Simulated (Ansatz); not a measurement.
Relaxation of C$_{4}$H$_{10}$FN (16 atoms, charge 0, multiplicity 1), to a largest force component of 0.015 eV/Å in at most 40 steps.

Level of theory: Ansatz 0.2.0, RKS PBE0/def2-SVP.

```xyz
16
Properties=species:S:1:pos:R:3
C -0.537 -0.404 -1.423
C 0.072 0.381 -0.274
C 0.253 1.836 -0.671
N -1.081 2.502 -0.966
C 1.403 -0.198 0.166
F 1.870 0.499 1.266
H 0.088 -1.150 -1.818
H -0.755 0.344 -2.270
H -1.530 -0.796 -1.085
H -0.604 0.339 0.589
H 0.688 2.432 0.186
H 0.933 1.975 -1.473
H -0.846 3.423 -1.226
H -1.636 2.444 -0.225
H 2.171 -0.101 -0.627
H 1.349 -1.237 0.503
```

Where does it end, and by what steps?

It converged. After 10 steps the energy has fallen by 0.802 eV; H9 moved furthest, 0.92 Å.

```tsv
step	energy less start (eV)	largest force component (eV/Å)	accepted
0	0.0000	4.799	yes
1	-0.5967	1.816	yes
2	-0.6761	0.259	yes
3	-0.7143	0.194	yes
4	-0.7524	0.168	yes
5	-0.7611	0.602	yes
6	-0.7982	0.083	yes
7	-0.7983	0.254	yes
8	-0.8014	0.024	yes
9	-0.8015	0.018	yes
10	-0.8015	0.002	yes
```

```xyz
16
Properties=species:S:1:pos:R:3
C -0.537 -0.390 -1.425
C 0.039 0.422 -0.273
C 0.274 1.883 -0.658
N -0.970 2.540 -1.016
C 1.311 -0.216 0.247
F 1.780 0.444 1.360
H 0.200 -0.499 -2.238
H -1.413 0.129 -1.838
H -0.840 -1.399 -1.106
H -0.685 0.411 0.565
H 0.829 2.372 0.167
H 0.941 1.906 -1.539
H -0.789 3.462 -1.404
H -1.540 2.688 -0.184
H 2.101 -0.192 -0.526
H 1.133 -1.270 0.521
```

Whether the end is a true minimum wasn't checked by a vibrational analysis.

Time of the run: 63 s on 2 threads of Arm Neoverse V1, with other jobs on the host, peak memory 0.37 GiB.
